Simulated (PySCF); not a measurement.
LiB and its ions

UHF-CCSD(T); basis Li pcseg-1, B pcseg-1; no relativity; PySCF 2.14. Neutral (UHF): triplet (σ ↑, π ↑), Re = 2.162 Å, ωe = 521 cm⁻¹, De = 0.86 eV.

LiB⁺ (UHF): doublet (σ ↑), Re = 2.487 Å, ωe = 325 cm⁻¹, De = 0.75 eV to Li⁺ + B. The energies at the minima are -32.03211 hartree for LiB and -31.83168 for LiB⁺.

Q: Work out the adiabatic ionisation energy, without and with harmonic zero-point energies (1 hartree = 27.2114 eV, 1 eV = 8065.5 cm⁻¹), and the change of the bond length.

A: At UHF-CCSD(T): 0.20043 hartree = 5.454 eV between the minima; the zero-point term (325.0 − 521.0)/2 cm⁻¹ = -0.012 eV makes it 5.442 eV. Re changes by +32.5 pm against the neutral. The electron leaves a π orbital, and the longer bond of the ion fits a bonding orbital, or a change in how ionic the bond is.

Correlated steps freeze 1 core orbital. Correlated levels converge slowly with the basis: in double zeta they bind strong bonds too weakly, by up to about 1 eV, and carry superposition errors of some tenths. For an ion De counts to the pair picked by the measured ionisation energies or electron affinities, which need not be the lowest pair at this level. States were picked by a PBE0 search and need not be the measured ground states.
